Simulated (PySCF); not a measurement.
These 2 structures share the formula H3NO. Level of theory: PySCF 2.14.0, PBE0-D3(BJ)/def2-SVP geometry optimisation, gas phase. One conformer each; no zero-point energy, no entropy. No frequencies were run at this level. Point groups hold within 0.08 Å.

Question: Order them by energy at this level, lowest first, and give relative energies in kcal/mol.
A. NH3O (`[NH3+][O-]`)
B. `[NH2:1][OH:2]` with H–N1–O2–H -125° and 125° (hydroxylamine)

Answer: B (0.0), A (27.8).

As drawn, the lower has an O–H bond, which the higher lacks.

```json
{"SMILES": "NO", "E (Eh)": "-131.46777", "E rel (kcal/mol)": "0.0", "dipole (D)": "0.57", "point group": "Cs", "A, B, C (MHz)": "193485, 26343, 26301"}
{"SMILES": "[NH3+][O-]", "E (Eh)": "-131.42345", "E rel (kcal/mol)": "27.8", "dipole (D)": "5.06", "point group": "C3v", "A, B, C (MHz)": "186309, 28441, 28440"}
```

Question: How do the relative energies change in single points at PBE0/pcSseg-1 (no added dispersion term) on the same geometries?

Answer: 
```tsv
SMILES	PBE0-D3(BJ)/def2-SVP (kcal/mol)	PBE0/pcSseg-1 (kcal/mol)	shift
NO	0.0	0.0	0.0
[NH3+][O-]	27.8	27.8	0.0
```

Each column counts from its own lowest isomer. The order is unchanged; the largest shift is 0.0 kcal/mol.
